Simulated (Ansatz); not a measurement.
Results of PBE-D3(BJ) (Ansatz, a quantum-chemistry and plane-wave program, plane waves, PAW) for bcc Ba.

Run with plane-wave cutoff 520 eV, 16×16×16 k mesh, Fermi–Dirac smearing 0.05 eV, scalar-relativistic PAW data made under PBE.

Equation-of-state points:

```json
[
 {"V (Å³/atom)": "56.116", "E − E_lowest (meV/atom)": "6.32", "P (GPa)": "0.596"},
 {"V (Å³/atom)": "57.310", "E − E_lowest (meV/atom)": "2.70", "P (GPa)": "0.379"},
 {"V (Å³/atom)": "58.504", "E − E_lowest (meV/atom)": "0.63", "P (GPa)": "0.178"},
 {"V (Å³/atom)": "59.698", "E − E_lowest (meV/atom)": "0.00", "P (GPa)": "-0.008"},
 {"V (Å³/atom)": "60.892", "E − E_lowest (meV/atom)": "0.71", "P (GPa)": "-0.180"},
 {"V (Å³/atom)": "62.085", "E − E_lowest (meV/atom)": "2.65", "P (GPa)": "-0.340"},
 {"V (Å³/atom)": "63.279", "E − E_lowest (meV/atom)": "5.75", "P (GPa)": "-0.489"}
]
```

Problem. Estimate the bulk modulus and its pressure derivative from these points.

Solution. V0 = 59.647 Å³/atom, B0 = 8.98 GPa, B′ = 2.8 (fit to the energies at full precision).

Measured, for comparison: bulk modulus 9.34 GPa (corrected for temperature and zero-point phonon effects, our sources range from 9.34 to 10.6; as tabulated in Levämäki et al. (2014), arXiv:1402.3671); equilibrium volume per atom 62.31 Å³/atom (low-temperature or extrapolated to 0 K; zero-point anharmonic expansion removed; as tabulated in Csonka et al. (2009), arXiv:0903.4037). Computed (rounded) less measured: bulk modulus -4 % (-4 % to -15 % over the range), equilibrium volume per atom -4.3 %.

Spin–orbit coupling is not included.

Static lattice: no zero-point or thermal effects.

It cost very roughly 70 core-seconds of CPU time.
